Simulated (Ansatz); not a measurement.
Born–Oppenheimer molecular dynamics of CH5Al (7 atoms, charge 0, multiplicity 1). It starts from a relaxed structure.

Theory: RKS PBE0-D4/def2-SVP in Ansatz 0.2.0.

```
ensemble        : NVT, Langevin thermostat
time step       : 0.5 fs
steps asked     : 250
set temperature : 500 K
friction        : 0.001 /fs
masses          : H 10 u
seed            : 804994
```

First frame:

```xyz
7
Properties=species:S:1:pos:R:3
Al -0.007 -0.007 0.002
C -0.009 -0.015 1.958
H -0.982 -0.299 2.389
H 0.761 -0.690 2.367
H 0.233 0.993 2.339
H 1.372 0.009 -0.798
H -1.369 0.009 -0.825
```

Question: How far do the bonds stretch over the last three quarters of this one trajectory? (Pairs bonded in most of those frames.)

Answer: 
| bond | mean (Å) | spread (Å) | shortest | longest |
| --- | --- | --- | --- | --- |
| Al1–C2 | 1.965 | 0.055 | 1.87 | 2.09 |
| Al1–H6 | 1.602 | 0.054 | 1.52 | 1.68 |
| Al1–H7 | 1.601 | 0.049 | 1.50 | 1.68 |
| C2–H3 | 1.103 | 0.037 | 1.04 | 1.17 |
| C2–H4 | 1.108 | 0.035 | 1.04 | 1.17 |
| C2–H5 | 1.103 | 0.030 | 1.05 | 1.16 |

Mean temperature of the second half: 347 K. The mean temperature of the second half is 31 % below the set value. A run of 0.12 ps of so small a system gives no equilibrium averages.

Run time: 8.3 min on 1 thread of Arm Neoverse N1, with other jobs on the host, peak memory 0.098 GiB.
